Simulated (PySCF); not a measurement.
Input of a run (PBE0-D3(BJ)/def2-SVP geometry optimisation, gas phase (PySCF 2.14.0)), started from GFN2-xTB:
```
{"job": {"xc": "PBE0", "basis": "def2-SVP", "d3": "d3bj", "grid": 1, "kind": "geom"}, "charge": 0, "multiplicity": 2}
C     -2.099164     0.042868    -0.154538
C     -0.833794    -0.619939     0.159912
C      0.430601     0.176050    -0.345636
C      1.688339    -0.650357    -0.101245
N      0.585471     1.468425     0.275569
H     -2.486433     0.015633    -1.154866
H     -2.572767     0.701529     0.548036
H     -0.720680    -0.756798     1.238754
H     -0.784324    -1.596786    -0.328982
H      0.309722     0.348926    -1.420571
H      2.562075    -0.076201    -0.397859
H      1.660064    -1.572374    -0.675449
H      1.780436    -0.898325     0.954363
H      0.700672     1.373204     1.278916
H     -0.224632     2.052134     0.101683
```

Output (energies in Eh, forces in Eh/bohr):
```
step   0  E = -212.72580622  max force = 0.015609
step   1  E = -212.72798799  max force = 0.003588
step   2  E = -212.72803493  max force = 0.000754
step   3  E = -212.72804583  max force = 0.000571
step   4  E = -212.72805585  max force = 0.000958
step   5  E = -212.72806519  max force = 0.000483
step   6  E = -212.72806818  max force = 0.000194
optimisation converged
```

Question: Summarise the run.

Answer: The energy falls by 5.9 kJ/mol over 7 energy and gradient evaluations, the largest force component goes from 0.0156 to 1.9e-04 Eh/bohr, and the atoms move by 0.061 Å rms after alignment. The bond that changes most is C2–C3 (ends: carbon bonded to 2 C and 2 H; carbon bonded to 2 C, N and H), which shortens by 0.025 Å. Bonds longer at the end by more than 0.005 Å: 12 of 14; shorter: 2. Among the angles that change most is H8–C2–H9, from 108.9° to 106.7°. The energy never rose by more than 1e-6 Eh on the way. The first step brought 96 % of the lowering.

Question: What are the final bond lengths?

Answer: C1–C2 1.483 Å, C2–C3 1.553 Å, C3–C4 1.519 Å, C3–N5 1.450 Å, C1–H6 1.094 Å, C1–H7 1.093 Å, C2–H8 1.105 Å, C2–H9 1.105 Å, C3–H10 1.106 Å, C4–H11 1.099 Å, C4–H12 1.100 Å, C4–H13 1.104 Å, N5–H14 1.021 Å, N5–H15 1.019 Å. Numbering counts from 1 in the input's order; the species is `[CH2]C[C@H](C)N` [radical].

The run used 120 basis functions and 46 SCF cycles in all. Time: 85 s. Hardware: one thread of an Arm Neoverse N1, on a shared host.

Not checked by PBE0-D3(BJ)/def2-SVP frequencies. ⟨S²⟩ = 0.755 (exact for a doublet: 0.75).

Shape of the structure used: `[CH2:1][CH2:2][C@H:3]([CH3:4])[NH2:5]`: C1–C2–C3–C4 -178°, H–N5–C3–C2 61°, H–N5–C3–C2 -55°.

One conformer stands for the species.
